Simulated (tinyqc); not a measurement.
Stretching all distances: RHF, UHF, MP2, CISD and CCSD against full CI in the sto-3g basis, for CH2, spin multiplicity 1. Computed by the program tinyqc with PySCF. 

Geometry (angstrom):
```
atom       x        y       z
C     0.0000   0.0000  0.0000
H     0.0000   0.8720  0.5400
H     0.0000  -0.8720  0.5400
```

All coordinates are multiplied by the scale. c0^2 is the weight of the RHF determinant in the lowest singlet FCI state (UHF is spin-contaminated and may lie near states of higher spin) and n(LUMO) the first natural occupation beyond the occupied space.

Full CI energy (hartree) and errors against it (kcal/mol):
```
scale  distance 1-2 (angstrom)     E(FCI)      RHF     UHF     MP2    CISD    CCSD  <S^2> UHF   c0^2  n(LUMO)
0.880                    0.903  -38.31660   29.577   0.442  13.334   1.523   0.370      0.889  0.902    0.176
1.130                    1.159  -38.42428   40.184  18.668  16.761   2.101   0.388      0.815  0.916    0.114
1.380                    1.415  -38.37101   60.184  44.924  25.055   4.007   0.499      0.735  0.891    0.079
1.620                    1.662  -38.29439   90.270  65.193  38.377   8.799   0.576      1.255  0.815    0.179
1.870                    1.918  -38.22873  132.055  48.037  56.135  18.753  -0.033      1.563  0.685    0.346
2.120                    2.174  -38.18733  180.354  29.455  73.588  33.302  -3.888      1.814  0.529    0.546
```

UHF lies below RHF over the whole range. The weight c0^2 goes from 0.90 to 0.53 and n(LUMO) from 0.18 to 0.55: static correlation grows as the bonds break into open-shell fragments. The spread of the error along the curve, which distorts its shape, is CCSD 4.5, CISD 31.8, MP2 60.3, UHF 64.8, RHF 150.8 kcal/mol. Below FCI somewhere: CCSD, as non-variational methods may be. The table stops here: at scale 2.36 and beyond, the reference weight falls under 0.45 or RHF, UHF or CCSD hop between solutions, so those rows were left out and the spreads given cover only the rows shown. As computed, partly on other solutions, the errors there reach in size RHF 227, UHF 20, MP2 90, CISD 50, CCSD 10 kcal/mol.
